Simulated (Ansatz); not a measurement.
Geometry optimisation, UKS PBE0-D4/def2-SVP in Ansatz 0.2.0.

The input (input.yaml):

```yaml
crystal:
  periodic: [false, false, false]
  atoms:
    - { symbol: C, position_ang: [-1.42496, 0.88487, -1.45644] }
    - { symbol: C, position_ang: [-0.44923, 0.59649, -0.83239] }
    - { symbol: "N", position_ang: [0.66509, 0.22968, -0.07234] }
    - { symbol: C, position_ang: [0.32654, -0.75915, 0.98436] }
    - { symbol: H, position_ang: [-2.27469, 1.15279, -2.01858] }
    - { symbol: H, position_ang: [1.06254, 1.07838, 0.36038] }
    - { symbol: H, position_ang: [1.37868, -0.16772, -0.70351] }
    - { symbol: H, position_ang: [0.49696, 0.83041, -1.32035] }
    - { symbol: H, position_ang: [-0.41852, -0.33867, 1.65799] }
    - { symbol: H, position_ang: [1.21873, -1.0176, 1.55134] }
total_charge: 1
magnetization:
  spin_polarized: true
basis:
  gaussian: { orbitals: def2-SVP }
hamiltonian:
  xc: pbe0
  dispersion: d4
relax:
  f_tol: 0.02
  max_steps: 50
```

Launched with:

```bash
$ ansatz run input.yaml --threads 2 --pin off --max-ram 3072MiB --backend cpu --events-out ev --progress --plain --runs-dir out
```

**Question.** Where does it end, and by what steps?

**Answer.** The forces met the threshold. Limits of this set-up: the dipole of an ion depends on the origin. After 20 steps the energy has fallen by 8.406 eV; H10 moved furthest, 1.66 Å. Joined: C1–C4.

```json
{"step": "0", "energy less start (eV)": "0.0000", "largest force component (eV/Å)": "6.982", "accepted": "yes"}
{"step": "1", "energy less start (eV)": "-2.2348", "largest force component (eV/Å)": "4.486", "accepted": "yes"}
{"step": "2", "energy less start (eV)": "-3.5364", "largest force component (eV/Å)": "2.847", "accepted": "yes"}
{"step": "3", "energy less start (eV)": "-4.0239", "largest force component (eV/Å)": "2.942", "accepted": "yes"}
{"step": "4", "energy less start (eV)": "-4.4991", "largest force component (eV/Å)": "1.581", "accepted": "yes"}
{"step": "5", "energy less start (eV)": "-4.7267", "largest force component (eV/Å)": "1.016", "accepted": "yes"}
{"step": "6", "energy less start (eV)": "-4.7760", "largest force component (eV/Å)": "0.429", "accepted": "yes"}
{"step": "7", "energy less start (eV)": "-4.7906", "largest force component (eV/Å)": "0.444", "accepted": "yes"}
{"step": "8", "energy less start (eV)": "-4.8154", "largest force component (eV/Å)": "0.442", "accepted": "yes"}
{"step": "9", "energy less start (eV)": "-4.8467", "largest force component (eV/Å)": "0.292", "accepted": "yes"}
{"step": "10", "energy less start (eV)": "-4.8686", "largest force component (eV/Å)": "0.332", "accepted": "yes"}
{"step": "11", "energy less start (eV)": "-5.0376", "largest force component (eV/Å)": "1.497", "accepted": "yes"}
{"step": "12", "energy less start (eV)": "-6.1175", "largest force component (eV/Å)": "2.580", "accepted": "yes"}
{"step": "13", "energy less start (eV)": "-7.5889", "largest force component (eV/Å)": "1.966", "accepted": "yes"}
{"step": "14", "energy less start (eV)": "-7.8256", "largest force component (eV/Å)": "6.229", "accepted": "yes"}
{"step": "15", "energy less start (eV)": "-8.2821", "largest force component (eV/Å)": "1.344", "accepted": "yes"}
{"step": "16", "energy less start (eV)": "-8.3622", "largest force component (eV/Å)": "0.602", "accepted": "yes"}
{"step": "17", "energy less start (eV)": "-8.3965", "largest force component (eV/Å)": "0.237", "accepted": "yes"}
{"step": "18", "energy less start (eV)": "-8.4027", "largest force component (eV/Å)": "0.107", "accepted": "yes"}
{"step": "19", "energy less start (eV)": "-8.4052", "largest force component (eV/Å)": "0.049", "accepted": "yes"}
{"step": "20", "energy less start (eV)": "-8.4056", "largest force component (eV/Å)": "0.014", "accepted": "yes"}
```

```xyz
10
Properties=species:S:1:pos:R:3
C -1.021 0.249 -0.611
C 0.049 0.842 -1.138
N 0.973 0.402 -0.069
C -0.243 -0.287 0.555
H -2.070 0.171 -0.899
H 1.392 1.150 0.503
H 1.731 -0.232 -0.360
H 0.339 1.450 -1.997
H -0.469 0.121 1.551
H -0.100 -1.377 0.616
```

Time of the run: 57 s on 2 threads of Arm Neoverse V1 (shared host), peak memory 0.23 GiB.
